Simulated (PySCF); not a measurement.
# HNC (hydrogen isocyanide) at 6 levels

Aim: a comparison of 6 runs (B3LYP/6-31G*, M06-2X/aug-cc-pVTZ, PBE/aug-cc-pVTZ, PBE0/aug-cc-pVTZ, wB97X/aug-cc-pVTZ, SCS-MP2/aug-cc-pVTZ) of HNC (hydrogen isocyanide). Input form: a Python script.

Program for the calculation: PySCF 2.14.0.

1 further run of the same task is left out (set aside as unsound or not needed).

### 1 The molecule

The species is HNC (3 atoms), meant as a singlet with charge 0. As SMILES, `[C-]#[NH+]`. The shape is that of a PBE0-D4/def2-TZVP optimisation.

Bond lengths: C1–N2 1.163 Å, N2–H3 0.997 Å. Angles: C1–N2–H3 180.0°.

### 2 A single-point energy at B3LYP/6-31G(d) (spherical functions) (run 1)

Contents of input.py:

```python
from pyscf import gto, dft

mol = gto.Mole()
mol.atom = '''
C     -1.178188     1.669611    -0.456444
N      0.059356    -0.083280     0.023055
H      1.118831    -1.586331     0.433390
'''
mol.unit = 'bohr'
mol.basis = '6-31g*'
mol.max_memory = 1860
mol.verbose = 4
mol.build()

mf = dft.RKS(mol)
mf.xc = 'b3lyp'
mf.conv_tol = 1e-10
mf.grids.level = 5
mf.kernel()
if not mf.converged:
    mf = mf.newton().run(mf.mo_coeff, mf.mo_occ)

etot = mf.e_tot
print(f'total energy: {etot:.8f} hartree')
```

Command:

```bash
OMP_NUM_THREADS=1 python input.py
```

What it wrote:

```text
PySCF version 2.14.0

[INPUT] num. atoms = 3
[INPUT] num. electrons = 14
[INPUT] charge = 0
[INPUT] spin (= nelec alpha-beta = 2S) = 0
[INPUT] symmetry False subgroup None
[INPUT] Mole.unit = bohr
[INPUT] Symbol           X                Y                Z      unit          X                Y                Z       unit  Magmom
[INPUT]  1 C     -0.623470239779   0.883520092301  -0.241539762861 AA   -1.178188000000   1.669611000000  -0.456444000000 Bohr   0.0
[INPUT]  2 N      0.031409842531  -0.044069878125   0.012200180598 AA    0.059356000000  -0.083280000000   0.023055000000 Bohr   0.0
[INPUT]  3 H      0.592059868071  -0.839450214176   0.229340111441 AA    1.118831000000  -1.586331000000   0.433390000000 Bohr   0.0

[... 56 lines left out ...]
converged SCF energy = -93.3930806221177
total energy: -93.39308062 hartree
```

It took 3.3 s on 1 thread of Arm Neoverse V1, shared host; peak memory 0.2 GiB.

### 3 A single-point energy at M06-2X/aug-cc-pVTZ (run 2)

Contents of start.xyz:

```xyz
3
CHN
C     -0.623470     0.883520    -0.241540
N      0.031410    -0.044070     0.012200
H      0.592060    -0.839450     0.229340
```

Contents of run.py:

```python
from pyscf import gto, dft

mol = gto.M(
    atom='start.xyz',
    spin=0,
    basis='aug-cc-pvtz',
    max_memory=1860,
    verbose=4,
)

mf = dft.RKS(mol, xc='m06-2x')
mf.conv_tol = 1e-10
mf.grids.level = 5
mf.kernel()
if not mf.converged:
    mf = mf.newton().run(mf.mo_coeff, mf.mo_occ)

e_tot = mf.e_tot
print('Final energy', e_tot)
```

Command:

```bash
OMP_NUM_THREADS=1 python run.py
```

What it wrote:

```text
PySCF version 2.14.0

[INPUT] num. atoms = 3
[INPUT] num. electrons = 14
[INPUT] charge = 0
[INPUT] spin (= nelec alpha-beta = 2S) = 0
[INPUT] symmetry False subgroup None
[INPUT] Mole.unit = angstrom
[INPUT] Symbol           X                Y                Z      unit          X                Y                Z       unit  Magmom
[INPUT]  1 C     -0.623470000000   0.883520000000  -0.241540000000 AA   -1.178187546883   1.669610825576  -0.456444448127 Bohr   0.0
[INPUT]  2 N      0.031410000000  -0.044070000000   0.012200000000 AA    0.059356297573  -0.083280230310   0.023054658720 Bohr   0.0
[INPUT]  3 H      0.592060000000  -0.839450000000   0.229340000000 AA    1.118831249310  -1.586330595266   0.433389789408 Bohr   0.0

[... 59 lines left out ...]
converged SCF energy = -93.4034422804853
Final energy -93.40344228048534
```

It took 20 s on 1 thread of Arm Neoverse V1, shared host; peak memory 0.64 GiB.

Runs 3 to 5 aren't shown in full; the table further down has their settings and results.

### 4 The energy at SCS-MP2/aug-cc-pVTZ (run 6)

Contents of run.py:

```python
# hydrogen isocyanide
from pyscf import gto, scf, mp

mol = gto.M(
    atom='''
C     -1.178188     1.669611    -0.456444
N      0.059356    -0.083280     0.023055
H      1.118831    -1.586331     0.433390
''',
    max_memory=1860,
    verbose=3,
    basis='aug-cc-pvtz',
    unit='bohr',
)

mf = scf.RHF(mol)
mf.conv_tol = 1e-10
mf.kernel()
if not mf.converged:
    mf = mf.newton().run(mf.mo_coeff, mf.mo_occ)

pt = mp.MP2(mf, frozen=2).run()
energy = mf.e_tot + 1.2 * pt.e_corr_os + pt.e_corr_ss / 3
print('Final energy', energy)
```

Command:

```bash
OMP_NUM_THREADS=1 python run.py
```

What it wrote:

```text
converged SCF energy = -92.8939378070611
E(RMP2) = -93.2309633234158  E_corr = -0.337025516354638
E(SCS-RMP2) = -93.2276977279213  E_corr = -0.333759920860172
Final energy -93.2276977279213
```

It took 3.3 s on 1 thread of Arm Neoverse V1, shared host; peak memory 0.31 GiB.

### 5 The series

```
run                               level  integration grid  frozen core orbitals  energy (Eh)  dipole moment (D) of the reference  HOMO energy (eV)  LUMO energy (eV)  wall time
  1  B3LYP/6-31G* (spherical functions)                 5                     –   -93.393081                                2.98             -8.41              0.86      3.3 s
  2                  M06-2X/aug-cc-pVTZ                 5                     –   -93.403442                                3.03            -10.68             -0.26       20 s
  3                     PBE/aug-cc-pVTZ                 5                     –   -93.321541                                3.12             -7.58             -0.90      8.4 s
  4                    PBE0/aug-cc-pVTZ                 5                     –   -93.321718                                3.08             -9.20             -0.18      9.3 s
  5                   wB97X/aug-cc-pVTZ                 5                     –   -93.409443                                3.09            -11.85              0.80       15 s
  6                 SCS-MP2/aug-cc-pVTZ                 –                     2   -93.227698                                2.90            -13.36              0.62      3.3 s
```

### 6 Outcome

```
                                          quantity         value
                               run 6: total energy  -93.22770 Eh
       run 6: dipole moment (Hartree–Fock density)        2.90 D
        run 6: HOMO energy (Hartree–Fock orbitals)     -13.36 eV
        run 6: LUMO energy (Hartree–Fock orbitals)       0.62 eV
      run 6: HOMO–LUMO gap (Hartree–Fock orbitals)      13.97 eV
run 6: correlation energy (2 core orbitals frozen)    -333.8 mEh
```

Over runs 1, 2, 3, 4, 5 the dipole moment (its size) runs from 2.98 D (B3LYP/6-31G*) to 3.12 D (PBE/aug-cc-pVTZ). The two ends differ in method and basis. Over runs 1, 2, 3, 4, 5 the HOMO–LUMO gap runs from 6.68 eV (PBE/aug-cc-pVTZ) to 12.65 eV (wB97X/aug-cc-pVTZ). Totals of different functionals can't be ranked against each other. All runs together took 60 s, the longest 20 s.
